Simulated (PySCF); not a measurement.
Redox energetics: 1,3,5-triazine

Molecule: `c1ncncn1` (C3H3N3). Atom numbers as in the mapped SMILES `[cH:1]1[n:2][cH:3][n:4][cH:5][n:6]1`. These are map numbers, not IUPAC locants.

Energies: ωB97X-D3(BJ)/ma-def2-TZVP (PySCF, density fitting, integration grid level 2) on PBE0-D3(BJ)/ma-def2-SVP structures. Zero-point and thermal terms (298.15 K, 1 bar) come from unscaled PBE0-D3(BJ)/ma-def2-SVP harmonic frequencies, with soft modes damped to free rotors in the entropy.

Frontier levels of the parent: HOMO -10.63 eV, LUMO 0.48 eV.

Oxidation to the radical cation:
| Property | Result |
| --- | --- |
| Vertical ionisation energy (electronic) | 10.63 eV |
| Adiabatic ionisation energy (with zero-point energy) | 10.12 eV |
| Adiabatic, electronic part | 10.18 eV |
| Vertical gap at the product's structure | 9.61 eV |
| Inner reorganisation energy (four-point) | 1015 meV |
| Relaxation of product / of parent | 445 / 570 meV |
| ⟨S²⟩ of the product | 0.760 |
| Largest spin populations | N2 0.52, N4 0.52 |
| Largest changes of atomic charge | N2 0.26, N4 0.26, N6 0.11 |
| Distances that move most (Å) | N2–C3 1.330 → 1.320; N4–C5 1.330 → 1.321; C1–N2 1.330 → 1.321; C3–N4 1.330 → 1.321 |
| Potential in acetonitrile | 7.68 V absolute, 3.13 V against Fc+/Fc computed at 4.54 V (solvation -25 → -255 kJ/mol) |

Reduction to the radical anion:
| Property | Result |
| --- | --- |
| Vertical electron affinity (electronic) | -0.35 eV |
| Adiabatic electron affinity (with zero-point energy) | 0.07 eV |
| Adiabatic, electronic part | -0.12 eV |
| Vertical gap at the product's structure | 0.11 eV |
| ⟨S²⟩ of the product | 0.770 |
| Largest spin populations | C5 0.41, C1 0.38, N2 0.22, N4 0.20 |
| Largest changes of atomic charge | C5 -0.21, C1 -0.20, N2 -0.19, N4 -0.18 |
| Distances that move most (Å) | N4–C5 1.330 → 1.397; C1–N2 1.330 → 1.396; C3–H 1.096 → 1.106 |
| Potential in acetonitrile | 2.38 V absolute, -2.16 V against Fc+/Fc computed at 4.54 V (solvation -25 → -241 kJ/mol) |

Solvents are IEF-PCM continua (electrostatics only, gas-phase structures); absolute potentials refer to an electron at rest in vacuum. Fc+/Fc in acetonitrile, 4.54 V, is ωB97X-D3(BJ)/ma-def2-TZVP on PBE0-D3(BJ)/def2-SVP structures with GFN2-xTB thermal terms. Benchmark calculations put it near 5.0 V in acetonitrile and DMSO, so it is about 0.5 V low, and the value against it can read up to that much too high.

Measured values (NIST Chemistry WebBook, evaluated or the median of agreeing entries): vertical ionisation energy 10.51 eV (computed 10.63, difference 0.12).

Caveats: [C3H3N3]-• kept an imaginary mode; N2 and N6 are equivalent in the parent, but the relaxed radical cation is symmetry-broken (D3h to C2v), as a Jahn-Teller-type distortion or an artefact of the method; its spin populations, distances and adiabatic value belong to that structure; C3 and C5 are equivalent in the parent, but the relaxed radical anion is symmetry-broken (D3h to C2v), as a Jahn-Teller-type distortion or an artefact of the method; its spin populations, distances and adiabatic value belong to that structure; a negative vertical affinity means that the electron isn't bound at that structure, so the value and what is derived from it hang on the basis.

Hardware: 1 thread of AMD EPYC 9R45 96-Core, shared with other jobs. Command: `OMP_NUM_THREADS=1 python redox_run.py task.json out`. Structures, frequencies and single points: 15 min.

Differences come from unrounded values, so a last digit can differ from that of the printed terms.
